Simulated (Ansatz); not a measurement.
Rock-salt TiC, treated with PBE0-D3(BJ) (PAW; Ansatz, a first-principles code).

Numerical settings: plane-wave cutoff 460 eV, 12×12×12 k mesh, Fermi–Dirac smearing 0.05 eV, no spin polarisation, scalar-relativistic PAW data made under PBE.

Pressure at four volumes; x = ln(V/9.643 Å³). One pressure is withheld.

| V (Å³/atom) | x | P (GPa) |
|---|---|---|
| 9.160 | -0.0514 | 17.74 |
| 9.643 | 0.0000 | 0.89 |
| 9.940 | 0.0303 | -7.60 |
| 10.125 | 0.0488 | ? |

Question: Pass a parabola P(x) through the three rows shown, estimate the bulk modulus and its pressure derivative near zero pressure, and predict the withheld pressure.

Answer: Slopes between the rows: (0.89 − (17.74))/(0.0000 − (-0.0514)) = -327.82 and (-7.60 − (0.89))/(0.0303 − (0.0000)) = -280.20 GPa. Their difference over the span 0.0817 is c = 47.62/0.0817 = 582.9 GPa, so P(x) = 17.74 + (-327.82)(x − (-0.0514)) + 582.9 (x − (-0.0514))(x − (0.0000)). At the middle row B = −dP/dx = −[-327.82 + 582.9 × 0.0514] = 297.9 GPa, and B′ = dB/dP = 2c/B = 3.9. At x = 0.0488 the parabola gives -12.26 GPa; the run gives -12.28 GPa. The Birch–Murnaghan fit to the energies at all volumes has B0 = 294 GPa and B′ = 3.9.

Measured, for comparison: bulk modulus 240 GPa (temperature not stated, no zero-point or thermal correction, our sources range from 235 to 268; as tabulated in Krasnenko and Brik (2013), arXiv:1306.3139). Computed (rounded) less measured: bulk modulus not scored (sources differ).
